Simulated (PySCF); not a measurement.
**tetrahydrofuran: calculation and literature**

Geometry:
| atom | x (Å) | y (Å) | z (Å) |
| --- | --- | --- | --- |
| C1 | -0.903 | 0.363 | -0.463 |
| C2 | 0.416 | 0.993 | -0.020 |
| C3 | 1.312 | -0.240 | 0.098 |
| O4 | 0.474 | -1.324 | 0.465 |
| C5 | -0.887 | -0.949 | 0.320 |
| H6 | -0.885 | 0.165 | -1.536 |
| H7 | -1.773 | 0.973 | -0.230 |
| H8 | 0.297 | 1.470 | 0.953 |
| H9 | 0.807 | 1.721 | -0.727 |
| H10 | 2.093 | -0.132 | 0.856 |
| H11 | 1.789 | -0.469 | -0.866 |
| H12 | -1.418 | -1.759 | -0.187 |
| H13 | -1.327 | -0.812 | 1.318 |

[PySCF 2.14.0 with density-fitted response routines: PBE0/pcSseg-1 with gauge-including orbitals; couplings computed with B3LYP/pcJ-1 (without the spin–dipole term); GFN2-xTB structure; no solvent model; rapidly exchanging positions averaged; non-relativistic; single conformer]

Reference values: measured (solution, C6D5Cl, 298 K; Fulmer et al., Organometallics 2010, 29, 2176).
```csv
atoms,quantity,reference,computed,"computed, scaled"
C3/C5,δ 13C,67.6,72.5,68.4
C1/C2,δ 13C,25.7,30.2,27.3
```

Reference values: measured (solution, D2O, 298 K; Fulmer et al., Organometallics 2010, 29, 2176).
| atoms | quantity | reference | computed | computed, scaled |
| --- | --- | --- | --- | --- |
| C3/C5 | δ 13C | 68.7 | 72.5 | 68.4 |
| C1/C2 | δ 13C | 25.7 | 30.2 | 27.3 |
| H10/H11/H12/H13 | δ 1H | 3.74 | 4.06 | 3.92 |
| H6/H7/H8/H9 | δ 1H | 1.88 | 1.79 | 1.78 |

Reference values: measured (solution, CD2Cl2, 298 K; Fulmer et al., Organometallics 2010, 29, 2176).
| atoms | quantity | reference | computed | computed, scaled |
| --- | --- | --- | --- | --- |
| C3/C5 | δ 13C | 68.2 | 72.5 | 68.4 |
| C1/C2 | δ 13C | 26.0 | 30.2 | 27.3 |
| H10/H11/H12/H13 | δ 1H | 3.69 | 4.06 | 3.92 |
| H6/H7/H8/H9 | δ 1H | 1.82 | 1.79 | 1.78 |

Reference values: measured (liquid, neat, 295 K; 17O NMR survey of organic solvents and oxofluorinated compounds, PMC5915748).
```
atoms                 quantity  reference  computed  computed, scaled
   O4  δ 17O vs D2O (external)       19.5         –              -2.5
```

Computed shifts are σ(ref) − σ with the named reference compound (TMS for H and C) calculated as an isolated molecule at the same level. The measured values may be among those fitted. Empirical linear scaling, fitted to shifts measured mostly in CDCl3 for H and C (δ vs TMS): 1H: δ = 30.01 − 0.943σ (rms 0.17 ppm, 504 shifts, 0.18 ppm with the 4 outliers that the fit left out); 13C: δ = 179.97 − 0.974σ (rms 2.1 ppm, 958 shifts, 2.3 ppm with the 13 outliers that the fit left out); 17O: δ = 266.70 − 0.911σ (rms 10.7 ppm, 155 shifts, 12.2 ppm with the 3 outliers that the fit left out vs liquid water, solution or neat liquid). Occasional misses reach two or three times the rms, and more in compound classes unlike the fitted ones.

Coupling constants in Hz:
| coupling | reference | computed | source |
| --- | --- | --- | --- |
| 1J(C3,H10) | 144.6 | 150.2 | measured; liquid or solution; Wu and Cremer, Int. J. Mol. Sci. 2003, 4, 158 |
| 1J(C2,H8) | 132.2 | 137.6 | measured; liquid or solution; Wu and Cremer, Int. J. Mol. Sci. 2003, 4, 158 |
| 3J(H8,H7) cis | 8.7 | 7.3 | measured; liquid or solution; Wu and Cremer, Int. J. Mol. Sci. 2003, 4, 158 |
| 3J(H8,H6) trans | 6.2 | 7.1 | measured; liquid or solution; Wu and Cremer, Int. J. Mol. Sci. 2003, 4, 158 |
| 2J(H10,H11) | -8.1 | -8.3 | measured; liquid or solution (compiled); DeVience et al., arXiv:2103.01289 (literature column, mostly SDBS) |
| 2J(H8,H9) | -12.0 | -11.9 | measured; liquid or solution (compiled); DeVience et al., arXiv:2103.01289 (literature column, mostly SDBS) |

(1) How far are the unscaled 13C shifts from the references?

(2) How far are the unscaled 1H shifts from the references?

Results:

(1) Mean signed difference +4.37 ppm, mean absolute 4.37 ppm over 6 comparisons; the largest is +4.9 ppm at C3/C5 (sp3 CH2 bonded to O).

(2) Mean signed difference +0.14 ppm, mean absolute 0.20 ppm over 4 comparisons; the largest is +0.37 ppm at H10/H11/H12/H13 (hydrogen on an sp3 CH2 bonded to O).

17 of the 57 published NMR values on file for this molecule are compared. The rest: values from further sources, protons in aromatic solvents.

Unscaled 3J(H,H) at this level run about 10 % above measured values. Vicinal couplings across rotatable single bonds and in flexible rings belong to the one computed conformer; a conformer average would change them.
